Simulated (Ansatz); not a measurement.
Mulliken charges of `[O]P=O` radical from PBE/def2-TZVPP in Ansatz (PBE0-D4/def2-TZVP geometry).

| atom | x (Å) | y (Å) | z (Å) | charge (e) |
| --- | --- | --- | --- | --- |
| O1 | 0.300 | 1.296 | 0.308 | -0.297 |
| P2 | -0.328 | 0.063 | -0.173 | 0.594 |
| O3 | 0.028 | -1.358 | -0.136 | -0.297 |

**Question.** By hand: the dipole of these point charges (1 e Å = 4.8032 D).

**Answer.** Σ q r = (-0.292, 0.056, -0.154) e Å, of length 0.335 e Å = 1.61 D.

**Question.** How does the dipole of the full density compare? (Estimate.)

**Answer.** Computed: (-0.235, 0.045, -0.124) e Å, 1.29 D; the point charges give 1.25 times that, at 0° from its direction.

Point charges leave out the atoms' own dipoles, such as those of lone pairs, and Mulliken's split depends on the basis, so the two needn't agree.
